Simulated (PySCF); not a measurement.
# How methods differ on the electron affinity of O

O⁻ [He] 2s2 2p5 [2p1/2^2 2p3/2^3, M_J = 3/2] → O [He] 2s2 2p4 [2p1/2^2 2p3/2^2, M_J = 2], as a difference of total energies. All numbers are calculated (PySCF 2.14, the two-component X2C-1e Hamiltonian, in x2c-TZVPall-2c with one added diffuse shell each of s, p, d type (6s4p3d1f, 40 functions)). Correlated levels: 1s2 frozen; the 2 highest virtual spinors dropped. "Screened" scales the spin-orbit matrix elements by Boettger's factors to mimic the two-electron term; Breit and QED terms are absent.

```
                    method  electron affinity (eV)  error (eV)
           GHF (spin-free)                  -0.570      -2.031
          GMP2 (spin-free)                   1.344      -0.117
 GHF (screened spin-orbit)                  -0.572      -2.033
GMP2 (screened spin-orbit)                   1.343      -0.118
```

Reference: 1.461 eV (measured; photodetachment measurements, as compiled on the Wikipedia data page of electron affinities).

Errors of the correlated levels include the incompleteness of this basis and the frozen core.

The labels give the starting determinants; with spin-orbit coupling the two ends relaxed to ⟨J²⟩ = 3.79, ⟨L²⟩ = 2.01, ⟨S²⟩ = 0.78 and ⟨J²⟩ = 6.01, ⟨L²⟩ = 2.00, ⟨S²⟩ = 2.01.

A negative affinity means that the anion lies above the atom at that level of theory.
